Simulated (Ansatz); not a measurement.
**C₂H₃FO₂S: a ladder of functionals and wavefunction methods**

One table from this session's results is given with a row withheld; the runs are named, their logs left out.

Computed with Ansatz 0.2.0, Gaussian basis. Level: functionals in def2-TZVPP, the program's frozen cores in correlated methods.

Levels to be run: LDA (SPW92), PBE-D4, revPBE-D4, BLYP-D4, r2SCAN-D4, B97M-V, PBE0-D4, B3LYP-D4, r2SCANh-D4, r2SCAN0-D4, HSE06-D4, BHLYP-D4, CAM-B3LYP-D4, LC-ωPBE, ωB97X-V, ωB97M-V, B2PLYP, PBE-QIDH; CCSD(T)/def2-SVP; CCSD(T)/def2-TZVPP; MP2/def2-QZVPP; extrapolation to the limit; RPA on PBE.

### Structure used throughout

An earlier PBE0-D4 in a triple-zeta def2 set relaxation fixed the geometry.

SMILES `O[C@H]1S[C@]1(O)F`, 9 atoms, charge 0, spin multiplicity 1.

Atoms are counted from 1 here; the program's logs count them from 0.

Bond lengths: O1–C2 1.354 Å, O1–H7 0.967 Å, C2–S3 1.875 Å, C2–C4 1.466 Å, C2–H8 1.083 Å, S3–C4 1.795 Å, C4–O5 1.360 Å, C4–F6 1.355 Å, O5–H9 0.963 Å. Angles: C2–O1–H7 108.0°, O1–C2–S3 120.9°, O1–C2–C4 121.0°, O1–C2–H8 112.5°, S3–C2–C4 63.6°, S3–C2–H8 112.0°, C4–C2–H8 118.2°, C2–S3–C4 47.0°, C2–C4–S3 69.4°, C2–C4–O5 115.2°, C2–C4–F6 118.5°, S3–C4–O5 120.3°, S3–C4–F6 116.3°, O5–C4–F6 111.5°, C4–O5–H9 109.6°.

As a file:

```xyz
9
C2H3FO2S
O     1.1435   -0.3372   -1.3333
C     0.9179   -0.3186    0.0013
S     0.7298    1.3023    0.9246
C    -0.4142   -0.0256    0.5389
O    -1.3882    0.1559   -0.3931
F    -0.8618   -0.7548    1.5890
H     0.3919    0.0858   -1.7698
H     1.5445   -1.0206    0.5381
H    -1.9748    0.8663   -0.1127
```

The first run:

The input, in.yaml:

```yaml
crystal:
  periodic: [false, false, false]
  atoms:
    - {symbol: O, position_ang: [1.143489, -0.337177, -1.333278]}
    - {symbol: C, position_ang: [0.917896, -0.318557, 0.001254]}
    - {symbol: S, position_ang: [0.729770, 1.302259, 0.924562]}
    - {symbol: C, position_ang: [-0.414171, -0.025632, 0.538878]}
    - {symbol: O, position_ang: [-1.388242, 0.155885, -0.393102]}
    - {symbol: F, position_ang: [-0.861843, -0.754761, 1.588968]}
    - {symbol: H, position_ang: [0.391904, 0.085824, -1.769757]}
    - {symbol: H, position_ang: [1.544549, -1.020558, 0.538113]}
    - {symbol: H, position_ang: [-1.974750, 0.866317, -0.112737]}
basis:
  gaussian: {orbitals: def2-TZVPP}
hamiltonian: {xc: lda}
output: {orbitals: {seedname: orbitals}}
```

Among the steps run: LDA; PBE-D4 (GGA); revPBE-D4 (GGA); BLYP-D4 (GGA); r2SCAN-D4 (meta-GGA); B97M-V (meta-GGA); PBE0-D4 (hybrid); B3LYP-D4 (hybrid); r2SCANh-D4 (hybrid); r2SCAN0-D4 (hybrid); HSE06-D4 (hybrid); BHLYP-D4 (hybrid); CAM-B3LYP-D4 (range-separated); LC-ωPBE (range-separated); ωB97X-V (range-separated); ωB97M-V (range-separated); B2PLYP (double hybrid); PBE-QIDH (double hybrid).

One table of the session follows, with a row left open; its other results are not shown here.

It belongs to the step «Orbital energies across the functionals». 

```
  functional  HOMO (eV)  gap (eV)
 LDA (SPW92)          ?         ?
      PBE-D4      -6.03      4.75
   revPBE-D4      -5.97      4.78
     BLYP-D4      -5.89      4.68
   r2SCAN-D4      -6.31      5.23
      B97M-V      -6.39      5.36
     PBE0-D4      -7.35      7.03
    B3LYP-D4      -7.11      6.50
  r2SCANh-D4      -6.80      6.07
  r2SCAN0-D4      -7.53      7.33
    HSE06-D4      -6.95      6.24
    BHLYP-D4      -8.53      9.22
CAM-B3LYP-D4      -8.74      9.48
     LC-ωPBE     -10.16     12.11
     ωB97X-V      -9.77     11.64
     ωB97M-V      -9.59     11.32
```

Estimate the missing values for LDA (SPW92).

The run gave: HOMO (eV): -6.21; gap (eV): 4.70. In the column «HOMO (eV)» it lies between r2SCAN-D4 (-6.31) and PBE-D4 (-6.03).
